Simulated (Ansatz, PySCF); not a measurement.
Candidates: zinc-blende GaN (metastable phase), zinc-blende AlP, wurtzite BN (high-pressure phase), zinc-blende ZnSe, wurtzite CdSe, zinc-blende MgS (metastable phase). Level: PBE0 (Ansatz, an electronic-structure program, PySCF; the runs differ in potentials, basis or settings).

Ansatz's runs of these crystals have no spin polarisation.

Free atoms are spin-polarised, in the lowest state found; at levels without +SOC their spin–orbit coupling is left out. The solid named is at each level's own relaxed cell; a reference phase can be a single point on another level's cell. Ansatz's density-functional and Hartree–Fock values are scalar-relativistic unless marked +SOC, with PAW data made under PBE.

Q: Order them by their cohesive energy at this level, smallest first.

A: wurtzite CdSe (2.39 eV/atom), zinc-blende ZnSe (2.66 eV/atom), zinc-blende MgS (metastable phase) (3.75 eV/atom), zinc-blende AlP (4.09 eV/atom), zinc-blende GaN (metastable phase) (4.32 eV/atom), wurtzite BN (high-pressure phase) (6.82 eV/atom)
